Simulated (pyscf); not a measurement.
7 gas-phase steps of one pattern: hydrogen abstraction on the doublet surface, H–H broken and Ge–H or H–Si formed. Optimised with ωB97X-D3(BJ)/def2-SVP in PySCF. Electronic energies in kcal/mol, from the separated reactants; ΔE‡ at ωB97M-D3(BJ)/def2-TZVP, beside the barrier at B3LYP-D3(BJ)/def2-TZVP on the same structures. Rows were drawn at random from the steps of this pattern with a verified saddle, stable references and no exit in the data more than 5 kcal/mol lower.

| row | step | ΔE‡(B3LYP-D3(BJ)) | ΔE‡ |
|---|---|---|---|
| 1 | •H₂Si–O–SiH₃ + H₂ -> H₃Si–O–SiH₃ + H• | 14.3 | 15.1 |
| 2 | H₃C–SiH•–Cl + H₂ -> H₃C–SiH₂–Cl + H• | 14.8 | 15.3 |
| 3 | SiH₃• + H₂ → SiH₄ + H• | 14.9 | ? |
| 4 | H₂N–Si•(NH₂)–I + H₂ → H₂N–SiH(NH₂)–I + H• | 16.7 | 16.3 |
| 5 | •H₂Si–I + H₂ → H₃Si–I + H• | 17.4 | 17.9 |
| 6 | •H₂Ge–O–GeH₃ + H₂ → H₃Ge–O–GeH₃ + H• | 22.1 | 23.8 |
| 7 | [HSi=Se]• + H₂ → H₂Si=Se + H• | 25.8 | 26.5 |

Task: Fit ΔE‡ = a + b·ΔE‡(B3LYP-D3(BJ)) to the other rows and predict row 3.

Result: Over the 6 complete rows the means are +18.5 (ΔE‡(B3LYP-D3(BJ))) and 19.1 (ΔE‡); least squares gives b = 1.06 and a = -0.5 kcal/mol, with residuals of 0.6 kcal/mol (root mean square; largest 0.9, row 4). For row 3: -0.5 + 1.06 × (+14.9) = 15.3 kcal/mol. The computed barrier is 16.1 kcal/mol, 0.8 over the line. The line follows the complete rows closely. Each barrier is that of the saddle found. Elements up to Kr have no core potential and no relativistic terms here. Elements past Kr carry the def2 core potentials, without spin-orbit coupling.
